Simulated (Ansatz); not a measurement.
## How the LA phonon frequency at L of zinc-blende CdTe moves with the method

No measured value is used here.

| level (code) | value (cm⁻¹) | cell (Å³/atom) |
|---|---|---|
| LDA (Ansatz) | ___ | 32.90 |
| PBE (Ansatz) | 103 | 36.22 |
| r²SCAN (Ansatz) | 107 | 35.25 |

Q: What belongs in the gaps?

A: 
- LDA (Ansatz, a quantum-chemistry and plane-wave program), value (cm⁻¹): 110

Each level is taken at its own relaxed cell. Cutoffs differ between the levels. Ansatz's density-functional and Hartree–Fock values are scalar-relativistic unless marked +SOC, with PAW data made under PBE.
